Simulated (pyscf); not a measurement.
**Elimination: HO–AsH–OH → O=As–OH + H₂**

Gas phase, singlet surface, charge 0. Bonds broken: O1–H4, As2–H5. Bonds formed: H4–H5. Optimised with ωB97X-D3(BJ)/def2-SVP in PySCF.

Transition state (Å):

```xyz
6

O     -2.1143     0.6870     0.4185
As    -0.5596     0.1295     0.7839
O      0.3049     0.4167    -0.7175
H     -2.0852    -0.7005     0.2869
H     -1.5218    -1.5069     0.3148
H     -0.3270     0.7042    -1.3990
```

One imaginary mode, 2112i cm⁻¹; descent along it reached the two sides named, in the forms told below.

| bond | change | reactant side (Å) | saddle | product side |
|---|---|---|---|---|
| O1–H4 | breaks | 0.965 | 1.394 | 2.459 |
| As2–H5 | breaks | 1.544 | 1.955 | 4.0 |
| H4–H5 | forms | 2.515 | 0.984 | 0.763 |

Electronic energies relative to the reactant's lowest minimum found (kcal/mol):

```tsv
level	barrier	reaction energy	reverse barrier
ωB97X-D3(BJ)/def2-TZVP	66.1	+26.3	39.8
PBE/def2-TZVP	56.3	+19.9	36.4
r²SCAN/def2-TZVP	61.0	+22.8	38.1
B3LYP-D3(BJ)/def2-TZVP	63.0	+22.5	40.5
PBE0-D3(BJ)/def2-TZVP	63.3	+27.4	35.9
M06-2X/def2-TZVP	66.3	+27.5	38.8
ωB97M-D3(BJ)/def2-TZVP	64.9	+25.0	39.8
HF/def2-TZVP	80.8	+33.0	47.8
```

With ωB97M-D3(BJ)/def2-TZVP energies and thermal terms (ideal gas, 1 atm, RRHO with modes under 100 cm⁻¹ raised to 100, one conformer, R ln 2 for chiral ones without a mode under 150 cm⁻¹), in kcal/mol:

```csv
T (K),ΔH‡,ΔG‡,ΔH,ΔG
298,60.5,60.7,+20.4,+12.5
600,60.1,61.1,+20.8,+4.3
900,59.8,61.6,+20.7,-4.0
1200,59.6,62.2,+20.3,-12.2
```

On the reactant side the descent ends in a point that may be a rotor saddle (no frequency run), 1.6 kcal/mol over the lowest minimum found and 64.5 kcal/mol under the saddle at ωB97X-D3(BJ)/def2-TZVP. At the saddle there is also a short As–H contact that neither side keeps. The same reactants have a lower exit, to H₂O + O=AsH (highest point, the separated products, at +44.0 kcal/mol at ωB97M-D3(BJ)/def2-TZVP, against +64.9 kcal/mol here). One saddle was located; it need not be the lowest between these sides. Elements up to Kr have no core potential and no relativistic terms here.
